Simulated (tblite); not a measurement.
# CH3F2NO: the cost of one run

Computed with tblite 0.8.0 and PySCF 2.14.0; each step states its level. No surroundings beyond the atoms listed, unless a continuum is named. Atoms count from 0, parts from 1.

### 1 Starting point

8 atoms, charge 0, multiplicity 1; geometry: rigid parts in contact. Parts: 1 = atoms 0–1, `FF`, charge 0; 2 = atoms 2–7, `NC=O`, charge 0.

### 2 Bringing the parts together with GFN2-xTB

Job settings and geometry (Å):

```
{"job": {"kind": "dock", "xc": "GFN2-xTB", "basis": "xTB"}, "charge": 0, "multiplicity": 1, "parts": [{"atoms": "0-1", "charge": 0, "multiplicity": 1}, {"atoms": "2-7", "charge": 0, "multiplicity": 1}]}
F      0.701360    -0.003224    -0.014525
F     -0.701360     0.003224     0.014525
N     -0.845028    -2.602380    -2.679016
C      0.298965    -1.954119    -2.969380
O      1.056182    -1.500588    -2.154395
H     -1.101108    -2.722901    -1.711989
H     -1.455278    -2.965082    -3.388274
H      0.471104    -1.882403    -4.059845
```

Level: GFN2-xTB search for minima from random contacts, gas phase.

Started as:

```console
$ OMP_NUM_THREADS=1 python cluster_run.py task.json out
```

This one command runs all jobs of the session in turn.

**Question.** How long does this first job take on 1 thread of Arm Neoverse V2, shared host?

About 4.5 s.
